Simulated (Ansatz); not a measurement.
Solid bromine was calculated with r²SCAN (plane waves, PAW; Ansatz, a program for electronic structure).

Settings: plane-wave cutoff 600 eV, 6×6×4 k mesh (along the axes of the cell as run), scalar-relativistic PAW data made under PBE.

Computed at the level's own relaxed cell.

Give the computed Poisson ratio, Young modulus, elastic constant C13, elastic constant C44, Voigt–Reuss–Hill shear modulus (Hill average), elastic constant C11, elastic constant C12, elastic constant C33 and elastic constant C66.


* **Poisson ratio**: 0.235
* **Young modulus**: 15.3 GPa
* **elastic constant C13**: 0.52 GPa
* **elastic constant C44**: 20.5 GPa
* **Voigt–Reuss–Hill shear modulus (Hill average)**: 6.21 GPa
* **elastic constant C11**: 11.0 GPa
* **elastic constant C12**: 3.48 GPa
* **elastic constant C33**: 32.7 GPa
* **elastic constant C66**: 4.15 GPa

Note: the cell comes from a level without a dispersion term, which matters for the spacing of layers, chains or molecules.

Elastic constants are with the ions relaxed.

The computed numbers hold no vibrational or temperature effects.

Computing time: very roughly 24 core-minutes.
